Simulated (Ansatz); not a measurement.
# CH7OSi radical (built from SMILES CO.[SiH3]): a barrier at many levels of theory

How high is the barrier of this step (H1–Si4 formed, H1–O2 broken), and how far do cheaper methods land from CCSD(T)?

Program: Ansatz 0.2.0, Gaussian basis. Level of theory: single points in def2-TZVPP on PBE0-D4/def2-TZVP structures. These are calculated values, not measurements.

Levels: SPW92, PBE-D4, BLYP-D4, r2SCAN-D4, B97M-V, PBE0-D4, B3LYP-D4, r2SCAN0-D4, BHLYP-D4, CAM-B3LYP-D4, wB97X-V, wB97M-V, B2PLYP, PBE-QIDH, RPA on PBE, Hartree-Fock, MP2, CCSD, CCSD(T). The reference is CCSD(T) at the basis limit, from triple and quadruple zeta. Zero-point energies come from PBE0-D4 vibrations.

Cores are frozen in the correlated methods. Orbitals are unrestricted. B3LYP uses VWN-RPA correlation. B2PLYP carries no dispersion term here.

23 further runs of the same task are left out: 23 set aside as unsound or not needed.

## 1. The three structures

Charge 0, multiplicity 2. The folders r, ts and p hold the start, the saddle and the end; their coordinates stand in the first inputs.

```
  pair  r (Å)  ts (Å)  p (Å)
H1–Si4  3.177   1.568  1.481
 H1–O2  0.960   1.462  3.036
```

## 2. wB97M-V/def2-TZVPP

File r/in.yaml:

```yaml
crystal:
  periodic: [false, false, false]
  atoms:
    - {symbol: H, position_ang: [1.166583, -0.137159, -1.290311]}
    - {symbol: O, position_ang: [1.061272, 0.067654, -0.358066]}
    - {symbol: C, position_ang: [0.763877, 1.442855, -0.226283]}
    - {symbol: Si, position_ang: [-1.214918, -1.535628, 0.279929]}
    - {symbol: H, position_ang: [0.648977, 1.642393, 0.838930]}
    - {symbol: H, position_ang: [-0.171260, 1.712934, -0.730243]}
    - {symbol: H, position_ang: [1.573218, 2.072708, -0.611397]}
    - {symbol: H, position_ang: [-1.215710, -0.497519, 1.342598]}
    - {symbol: H, position_ang: [-0.096772, -2.497915, 0.446570]}
    - {symbol: H, position_ang: [-2.515170, -2.270224, 0.308271]}
basis:
  gaussian: {orbitals: def2-TZVPP}
magnetization: {spin_polarized: true, initial_magnetization: 1}
hamiltonian: {xc: {name: wB97M-V}}
```

File ts/in.yaml:

```yaml
crystal:
  periodic: [false, false, false]
  atoms:
    - {symbol: H, position_ang: [0.355807, -0.664971, 0.038033]}
    - {symbol: O, position_ang: [1.427863, 0.302810, -0.186092]}
    - {symbol: C, position_ang: [0.851046, 1.552395, -0.293932]}
    - {symbol: Si, position_ang: [-0.917195, -1.542550, 0.298720]}
    - {symbol: H, position_ang: [1.689399, 2.244852, -0.464771]}
    - {symbol: H, position_ang: [0.344047, 1.880161, 0.623389]}
    - {symbol: H, position_ang: [0.173702, 1.648324, -1.152988]}
    - {symbol: H, position_ang: [-1.662254, -0.966787, 1.448253]}
    - {symbol: H, position_ang: [-0.491234, -2.931064, 0.606355]}
    - {symbol: H, position_ang: [-1.771082, -1.523069, -0.916966]}
basis:
  gaussian: {orbitals: def2-TZVPP}
magnetization: {spin_polarized: true, initial_magnetization: 1}
hamiltonian: {xc: {name: wB97M-V}}
```

File p/in.yaml:

```yaml
crystal:
  periodic: [false, false, false]
  atoms:
    - {symbol: H, position_ang: [0.572004, -2.365714, -0.064008]}
    - {symbol: O, position_ang: [1.356311, 0.561730, -0.242995]}
    - {symbol: C, position_ang: [0.674383, 1.730575, -0.321359]}
    - {symbol: Si, position_ang: [-0.676241, -1.686183, 0.354274]}
    - {symbol: H, position_ang: [1.276708, 2.601956, -0.027220]}
    - {symbol: H, position_ang: [-0.293112, 1.708546, 0.200856]}
    - {symbol: H, position_ang: [0.444404, 1.863102, -1.397398]}
    - {symbol: H, position_ang: [-0.449005, -0.861873, 1.567700]}
    - {symbol: H, position_ang: [-1.701896, -2.717036, 0.673081]}
    - {symbol: H, position_ang: [-1.203456, -0.835003, -0.742931]}
basis:
  gaussian: {orbitals: def2-TZVPP}
magnetization: {spin_polarized: true, initial_magnetization: 1}
hamiltonian: {xc: {name: wB97M-V}}
```

The command line of these runs was not kept.

After this run come: CCSD(T)/def2-TZVPP; MP2/def2-QZVPP; Vibrations of the start structure; Vibrations of the end structure.

What does the calculation give? Wanted: barrier, CCSD(T)/CBS; reverse barrier, CCSD(T)/CBS; step energy, CCSD(T)/CBS; barrier with zero-point energy; step energy with zero-point energy; imaginary mode at the saddle; largest T1 diagnostic.

**Answer**, as computed:

| quantity | value |
| --- | --- |
| barrier, CCSD(T)/CBS | 103.7 kJ/mol |
| reverse barrier, CCSD(T)/CBS | 33.1 kJ/mol |
| step energy, CCSD(T)/CBS | +70.7 kJ/mol |
| barrier with zero-point energy | 85.8 kJ/mol |
| step energy with zero-point energy | +56.8 kJ/mol |
| imaginary mode at the saddle | 580i cm⁻¹ |
| largest T1 diagnostic | 0.022 |

What this shows: Among the functionals PBE-QIDH lands nearest to CCSD(T)/CBS (-0.1 kJ/mol) and BLYP-D4 farthest (-39.8 kJ/mol). By rung, the mean size of the error is: LDA 34.6, GGA 36.5, meta-GGA 28.6, hybrid 21.1, range-separated hybrid 17.5, double hybrid 6.6 kJ/mol. PBE-D4 gives a barrier 33.1 kJ/mol too low, outside chemical accuracy (1 kcal/mol, 4.2 kJ/mol). Every functional without exact exchange puts the barrier too low, the usual mark of self-interaction error, which favours the spread-out density of a saddle. The barrier rises with the share of exact exchange, from BLYP-D4 through B3LYP-D4 to BHLYP-D4 (-39.8, -27.7, -19.3 kJ/mol). Hartree-Fock, with no correlation, is off by -15.0 kJ/mol. Zero-point motion lowers the barrier by 17.9 kJ/mol.
